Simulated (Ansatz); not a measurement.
# B₂H (doublet): wave-function methods side by side at a displaced geometry (v2), 6-31G

Aim: climb from Hartree-Fock through coupled cluster and multireference methods for B₂H (doublet) at one geometry and basis, and see what each rung misses.

Program: Ansatz 0.2.0, Gaussian basis. Level of theory: 6-31G, core rule «outside noble gas», up to 2 orbitals frozen. These are calculated values, not measurements.

To be run: UHF; CCSD(T) on ROHF; CCSD(T) on UHF; BCCD(T) on ROHF; CISD; CCSDT(Q) on ROHF; CCSDT(Q) on UHF; CISDTQ; CCSDTQ on ROHF; CCSDTQ on UHF; CASSCF and MRCISD+Q, 7 electrons in 9 orbitals; CASSCF and MRCISD+Q(relaxed), 7 electrons in 9 orbitals; CASSCF and NEVPT2, 7 electrons in 9 orbitals; Full CI; Full CI in the symmetry of the determinant.

17 further runs of the same task are left out: 1 for a mislabelled method, 5 that didn't finish, 11 set aside as unsound or not needed.

## Step 1: The geometry

The geometry is a PBE0/def2-TZVP stationary point (not a proven minimum) with its atoms shifted at random (size 0.100 Å).

3 atoms, charge 0, spin multiplicity 2.

Atoms are counted from 1 here; the program's logs count them from 0.

Bond lengths: B1–B2 1.520 Å, B1–H3 1.184 Å. Angles: B2–B1–H3 169.5°.

## Step 2: UHF

in.yaml

```yaml
crystal:
  periodic: [false, false, false]
  atoms:
    - {symbol: B, position_ang: [0.084376, 0.005225, 0.110087]}
    - {symbol: B, position_ang: [-0.080498, 0.013599, -1.401031]}
    - {symbol: H, position_ang: [-0.003878, -0.018825, 1.290944]}
basis:
  gaussian: {orbitals: 6-31G}
magnetization: {spin_polarized: true, initial_magnetization: 1}
hamiltonian: {xc: hf}
output: {orbitals: {seedname: orbitals}}
```

Run with:

```
$ ansatz run in.yaml --threads 1 --pin off --events-out ev --progress --plain --max-ram 2393MiB
```

Further steps of the session: CCSD(T) on ROHF; CCSD(T) on UHF; BCCD(T) on ROHF; CISD; CCSDT(Q) on ROHF; CCSDT(Q) on UHF; CISDTQ; CCSDTQ on ROHF; CCSDTQ on UHF; CASSCF and MRCISD+Q, 7 electrons in 9 orbitals; CASSCF and MRCISD+Q(relaxed), 7 electrons in 9 orbitals; CASSCF and NEVPT2, 7 electrons in 9 orbitals; Full CI; Full CI in the symmetry of the determinant.

**Question.** What will the summary of the whole plan be? Wanted: FCI below the RHF energy; UMP2 from FCI; UCCSD(T) from FCI; UCCSDT(Q) from FCI; NEVPT2 valence from FCI; MRCISD+Q valence from FCI; MRCISD+Q(relaxed) valence from FCI; T1 diagnostic; effectively unpaired electrons.

**Answer**, as computed:

| quantity | value |
| --- | --- |
| FCI below the RHF energy | -3.1040 eV |
| UMP2 from FCI | +380.6 meV |
| UCCSD(T) from FCI | -965.6 meV |
| UCCSDT(Q) from FCI | -2.9 meV |
| NEVPT2 valence from FCI | +220.7 meV |
| MRCISD+Q valence from FCI | +4.9 meV |
| MRCISD+Q(relaxed) valence from FCI | -1.3 meV |
| levels within 1 kcal/mol (43 meV) | UCCSDT, UCCSDT(Q), UCCSDTQ, MRCISD valence, MRCISD+Q valence, MRCISD+Q(relaxed) valence |
| T1 diagnostic | 0.032 |
| effectively unpaired electrons | 2.99 |

In words: UCCSD(T) misses by -965.6 meV, 31.1 % of the correlation energy. UCCSD, UCCSD(T), UCCSDT(Q) fall below full CI: unrestricted runs freeze a spin-polarised core, another one than full CI's, and coupled cluster isn't variational. With 3.0 effectively unpaired electrons against 1 the state is strongly multireference. Of the multireference levels listed MRCISD+Q(relaxed) valence comes nearest in total energy (-1.3 meV), which doesn't show that its space is the better one. The lowest state has another symmetry than the determinant, whose own symmetry lies 0.00 eV higher, so single-reference misses include that gap. These misses are within one basis, not against nature; the frozen cores of restricted and unrestricted runs differ, which can shift their rows.
